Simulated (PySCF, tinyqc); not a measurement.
Ways to converge the cycle: SCF convergence aids in the sto-6g basis, for CO, spin multiplicity 1. Computed by the program tinyqc with PySCF. 

Geometry (angstrom):

| atom | x | y | z |
|---|---|---|---|
| C | 0.0000 | 0.0000 | 0.0000 |
| O | 0.0000 | 0.0000 | 1.7850 |

lowest restricted solution found by these runs and by PySCF = -111.953302 hartree

RHF with one setting changed at a time; a run stops when the energy changes by less than 1e-09 hartree and the error matrix is below 1e-5. The start is random orbitals. Damping d keeps d of the old density; a shift (hartree) raises the virtual levels; DIIS n extrapolates F over n matrices.

Largest element of the error matrix X^T (FDS - SDF) X:

| iteration | plain | damping 0.3 | damping 0.6 | shift 0.4 | DIIS 3 | DIIS 8 |
|---|---|---|---|---|---|---|
| 1 | 1.2e+01 | 1.2e+01 | 1.2e+01 | 1.2e+01 | 1.2e+01 | 1.2e+01 |
| 2 | 5.0e-01 | 3.2e+00 | 6.7e+00 | 5.4e-01 | 5.0e-01 | 5.0e-01 |
| 3 | 1.5e+00 | 1.1e+00 | 3.9e+00 | 2.1e+00 | 1.5e+00 | 1.5e+00 |
| 4 | 5.9e-01 | 3.5e-01 | 2.4e+00 | 6.9e-01 | 3.0e-01 | 3.0e-01 |
| 5 | 1.3e+00 | 1.1e+00 | 1.4e+00 | 2.2e+00 | 7.0e-01 | 7.1e-01 |
| 6 | 6.0e-01 | 3.7e-01 | 8.7e-01 | 6.6e-01 | 8.1e-02 | 2.2e-01 |
| 8 | 6.0e-01 | 3.7e-01 | 3.2e-01 | 6.4e-01 | 1.2e-01 | 3.8e-01 |
| 10 | 6.0e-01 | 3.8e-01 | 1.2e-01 | 6.4e-01 | 3.1e-02 | 3.5e-01 |
| 14 | 6.0e-01 | 3.8e-01 | 6.5e-02 | 6.5e-01 | 7.7e-03 | 1.6e-01 |
| 20 | 6.0e-01 | 3.8e-01 | 4.9e-02 | 6.5e-01 | 7.6e-04 | 5.4e-02 |
| 30 | 6.0e-01 | 3.8e-01 | 2.8e-02 | 6.5e-01 | 5.0e-05 | 1.5e-02 |
| 45 | 1.2e+00 | 1.1e+00 | 8.9e-03 | 2.2e+00 | - | - |
| 60 | 6.0e-01 | 3.8e-01 | 2.4e-03 | 6.5e-01 | - | - |

How each run ends:

| run | iterations | E (hartree) | state |
|---|---|---|---|
| plain | >60 | -110.13173 | has stopped falling |
| damping 0.3 | >60 | -111.32278 | has stopped falling |
| damping 0.6 | >60 | -111.95269 | falls steadily but slowly, by a factor of about 0.92 a step |
| shift 0.4 | >60 | -110.55986 | has stopped falling |
| DIIS 3 | 37 | -111.95330 | lowest found |
| DIIS 8 | 41 | -111.95330 | lowest found |

2 of 6 runs reach the lowest restricted solution found, in 37 to 41 iterations (fastest: DIIS 3). Not converged: plain, damping 0.3, damping 0.6, shift 0.4. DIIS 3 and DIIS 8 gain by cancelling the error over several earlier matrices, much as a quasi-Newton step does. The restricted reference is unstable here: a spin-polarised solution lies 0.0689 hartree lower (PySCF), so results built on it describe a poor reference.
